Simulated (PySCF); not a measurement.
**Nuclear quadrupole coupling in `O=C([O-])[C@H]1CO1`**

Compound: C3H3O3 (charge -1).
Z-matrix (Å and degrees, PBE0-D3(BJ)/def2-SVP geometry), rows numbered from 1:
```
O 
C   1  1.2437
O   2  1.2453  1  130.99
C   2  1.5477  1  115.28  3   177.47
C   4  1.4673  2  119.44  1   -34.06
O   5  1.4010  4   59.60  2   107.72
H   4  1.1011  2  115.52  1   174.98
H   5  1.1029  4  120.56  6   104.20
H   5  1.0985  4  116.54  6  -104.66
```

Field gradients from the PBE0/pcSseg-1 density (PySCF, non-relativistic), principal values in atomic units, ordered |Vxx| ≤ |Vyy| ≤ |Vzz|:

```
atom     Vxx     Vyy      Vzz
  O1  0.4050  0.9492  -1.3541
  O3  0.5008  0.9571  -1.4579
  O6  0.9836  1.2832  -2.2668
```

Question: Find the asymmetry η = (Vxx − Vyy)/Vzz and the couplings χ = eQV/h (234.96 MHz × Q in barn × V in au), with Q(17O) = −0.0256 b.

Answer: 
```json
{"atom": "O1", "environment": "carboxylate oxygen", "nucleus": "17O", "η": "0.40", "χzz (MHz)": "8.15", "χxx (MHz)": "-2.44", "χyy (MHz)": "-5.71"}
{"atom": "O3", "environment": "carboxylate oxygen", "nucleus": "17O", "η": "0.31", "χzz (MHz)": "8.77", "χxx (MHz)": "-3.01", "χyy (MHz)": "-5.76"}
{"atom": "O6", "environment": "epoxide oxygen", "nucleus": "17O", "η": "0.13", "χzz (MHz)": "13.63", "χxx (MHz)": "-5.92", "χyy (MHz)": "-7.72"}
```

The tensor is traceless: Vxx + Vyy + Vzz = 0.

Question: What is Vzz at O6 in SI units (1 au = 9.71736 × 10²¹ V/m²)?

Answer: -2.2668 au = -22.027 × 10²¹ V/m².

Question: And the gradient at the other heavy atoms, for which no coupling is worked out here?

Answer: 
| atom | environment | Vzz (au) | η |
| --- | --- | --- | --- |
| C2 | carboxylate carbon | 0.376 | 0.49 |
| C4 | sp3 carbon bound to oxygen | 0.369 | 0.46 |
| C5 | sp3 carbon bound to oxygen | 0.332 | 0.13 |

Question: What couplings would deuterons (Q(2H) = 0.00286 b) have in place of the hydrogens, at this geometry?

Answer: 
```
atom  bonded to  bond length (Å)  Vzz (au)     η  χzz (kHz)
  H7         C4            1.101    0.2920  0.03        196
  H8         C5            1.103    0.2908  0.07        195
  H9         C5            1.098    0.2904  0.06        195
```

Isolated species at its PBE0-D3(BJ)/def2-SVP geometry (one conformer only). The pcSseg-1 basis has no diffuse functions, a weakness for an anion. The small basis limits the accuracy of the gradients.
